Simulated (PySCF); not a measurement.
**Ionising CF**

PBEsol; PySCF, no relativity, basis sets C def2-TZVPPD, F def2-TZVPPD. Neutral (UKS): doublet (π ↑), Re = 1.279 Å, ωe = 1283 cm⁻¹, De = 6.66 eV, HOMO -4.53 eV, LUMO -4.23 eV.

CF⁺ (UKS): singlet (closed shell), Re = 1.166 Å, ωe = 1723 cm⁻¹, De = 8.95 eV to C⁺ + F. The energies at the minima are -137.24026 hartree for CF and -136.90236 for CF⁺.

Task: Work out the adiabatic ionisation energy, without and with harmonic zero-point energies (1 hartree = 27.2114 eV, 1 eV = 8065.5 cm⁻¹), and the change of the bond length.

Result: At PBEsol: 0.33790 hartree = 9.195 eV between the minima; the zero-point term (1723.0 − 1283.0)/2 cm⁻¹ = +0.027 eV makes it 9.222 eV. Re changes by -11.3 pm against the neutral. The electron leaves a π orbital, and the shorter bond of the ion fits an antibonding orbital, or a change in how ionic the bond is.

CF⁻ (UKS): triplet (π ↑↑), Re = 1.439 Å, ωe = 808 cm⁻¹, De = 3.35 eV to C + F⁻. The energies at the minima are -137.24026 hartree for CF and -137.25462 for CF⁻.

Task: Work out the adiabatic electron affinity, without and with harmonic zero-point energies (1 hartree = 27.2114 eV, 1 eV = 8065.5 cm⁻¹), and the change of the bond length.

Result: At PBEsol: 0.01436 hartree = 0.391 eV between the minima; the zero-point term (1283.0 − 808.0)/2 cm⁻¹ = +0.029 eV makes it 0.420 eV. Re changes by +16.0 pm against the neutral. The electron enters a π orbital, and the longer bond of the ion fits an antibonding orbital, or a change in how ionic the bond is.

For an ion De counts to the pair picked by the measured ionisation energies or electron affinities, which need not be the lowest pair at this level. The highest Kohn–Sham level is positive in this anion. Much of that is self-interaction error, but it also means that the finite basis helps to hold the extra electron. States were picked by a PBE0 search and need not be the measured ground states.
